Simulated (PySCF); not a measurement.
Potential energy surface of CH6Si, singlet: internal rotation, threefold axis kept, other coordinates relaxed. Scanned: torsion (0 = eclipsed). Other coordinates (C-Si length, H-C-Si angle, H-Si-C angle, C-H length, Si-H length) were minimised at B3LYP/def2-TZVP.

Levels: PBE/cc-pVTZ (PySCF); M06-2X/cc-pVTZ (PySCF); CCSD(T) on RHF/cc-pVTZ, 6 core orbitals frozen (PySCF).

Energies relative to the lowest point of each profile, in kJ/mol; the last columns give the difference from CCSD(T):

```csv
at / °,PBE,M06-2X,CCSD(T),PBE − CCSD(T),M06-2X − CCSD(T)
0,5.82,6.09,6.52,-0.70,-0.43
10,5.42,5.69,6.08,-0.66,-0.39
20,4.34,4.60,4.90,-0.56,-0.30
30,2.91,3.07,3.29,-0.37,-0.22
40,1.46,1.55,1.65,-0.19,-0.10
50,0.41,0.41,0.45,-0.04,-0.04
60,0.00,0.00,0.00,0.00,0.00
```

PBE is furthest from CCSD(T) at 0 (-0.70 kJ/mol, below); its mean absolute difference over the points is 0.36 kJ/mol.

M06-2X is furthest from CCSD(T) at 0 (-0.43 kJ/mol, below); its mean absolute difference over the points is 0.21 kJ/mol.
